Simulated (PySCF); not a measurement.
Species: 4-methyloxazole, C4H5NO.
SMILES: `Cc1cocn1`

The closed-shell ground state was solved at several levels (PySCF, density fitting, gas phase, non-relativistic). Geometry: GFN2-xTB; no solvent, vibrations or thermal averaging.

| level | basis functions | total energy (Eh) | HOMO (eV) | LUMO (eV) | gap (eV) | dipole (D) |
| --- | --- | --- | --- | --- | --- | --- |
| B3LYP/pcJ-1 | 212 | -285.4011 | -6.79 | -0.23 | 6.56 | 1.39 |
| CAM-B3LYP/def2-SVPD | 163 | -285.0626 | -8.33 | 0.97 | 9.30 | 1.39 |

(1) Estimate the row for PBE0/pcSseg-1, a basis of 127 functions; the other rows only guide the guess.

(2) Over all these levels, which gives the widest orbital gap and which the narrowest?

(3) How far do the dipole and the HOMO energy spread over the levels?

Results:

(1) Total energy -285.0353 Eh, HOMO -7.00 eV, LUMO 0.01 eV, gap 7.01 eV, dipole 1.41 D.

(2) CAM-B3LYP/def2-SVPD (range-separated hybrid) has the widest, 9.30 eV, and B3LYP/pcJ-1 (global hybrid, 20 % exact exchange) the narrowest, 6.56 eV. Functional and basis both differ between the two, so the spread mixes both effects.

(3) The dipole runs from 1.39 to 1.41 D (mean 1.40 D) and the HOMO from -8.33 to -6.79 eV.
